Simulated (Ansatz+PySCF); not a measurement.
**doublet NO: levels of theory in one basis**

```xyz
2

N     0.0000    0.0000   -0.5484
O     0.0000    0.0000    0.4798
```

Basis set: STO-3G (spherical functions). Frozen core: 2 orbitals. Correlation on ROHF uses semicanonical orbitals with singles. Charge 0, multiplicity 2.

Computed with Ansatz (development build ahead of 0.2.0); each method stands on the lowest determinant of its kind that the runs found.

| method | E − E(ROHF) (eV) | <S²> of the determinant |
| --- | --- | --- |
| ROHF | 0.00 | 0.75 |
| UHF | -0.02 | 0.75 |
| ROHF-MP2 | -2.49 | – |
| UHF-MP2 | -2.49 | 0.75 |
| ROHF-CCSD | -2.75 | – |
| UHF-CCSD | -2.75 | 0.75 |
| ROHF-CCSD(T) | -2.80 | – |
| full CI (lowest root of this spin) | -2.82 | – |

Q: Is a single determinant a sound starting point here?

A: By this sign, yes. Unrestricted orbitals gain 0.02 eV and <S²> is 0.75 against 0.75 for a pure state.
